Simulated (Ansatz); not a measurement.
**[SiH3···H···H], doublet: transfer scan**

Starting geometry:

```xyz
6

Si   -0.0870    0.0000    0.0000
H    -0.5819    1.3997    0.0000
H    -0.5819   -0.6999    1.2122
H    -0.5819   -0.6999   -1.2122
H     1.3976    0.0000    0.0000
H     2.7730    0.0000    0.0000
```

From there H5 is moved from one fragment to the other while all else, the fragments' distance too, stays fixed, so the hump isn't the reaction's barrier; atoms are numbered as listed. Energies are in eV, counted from the starting geometry at the same level. Kohn–Sham curves are unrestricted where that lies lower.

Basis cc-pVDZ; Ansatz 0.2.0. Only valence electrons are correlated (noble-gas cores frozen). Prefix R: restricted or restricted open-shell reference.

Full CI isn't at hand for all of this; RCCSDTQ serves as the reference, and is uncertain by about the last step of the cluster series.

```
distance Si1-H5 (Å)  CAM-B3LYP
              1.485      0.000
              1.575     -0.023
              1.755     -0.022
              1.935     -0.228
              2.115     -0.367
```

Question: Estimate the RCCSDTQ curve in cc-pVDZ from this one, knowing how CAM-B3LYP errs.

Answer: The computed RCCSDTQ values, in eV from the starting point, and the error of CAM-B3LYP against them:
| distance Si1-H5 (Å) | RCCSDTQ | CAM-B3LYP less RCCSDTQ |
| --- | --- | --- |
| 1.485 | 0.000 | 0.000 |
| 1.575 | 0.010 | -0.033 |
| 1.755 | 0.055 | -0.078 |
| 1.935 | -0.179 | -0.049 |
| 2.115 | -0.389 | 0.022 |

The error spans 0.100 eV and is largest, -0.078 eV, at 1.755 Å.

In so small a basis the reference is far from its limit while semilocal and hybrid functionals are nearer theirs, so the functionals' errors here hold much of the reference's basis and frozen-core error, which can add to them or hide them.
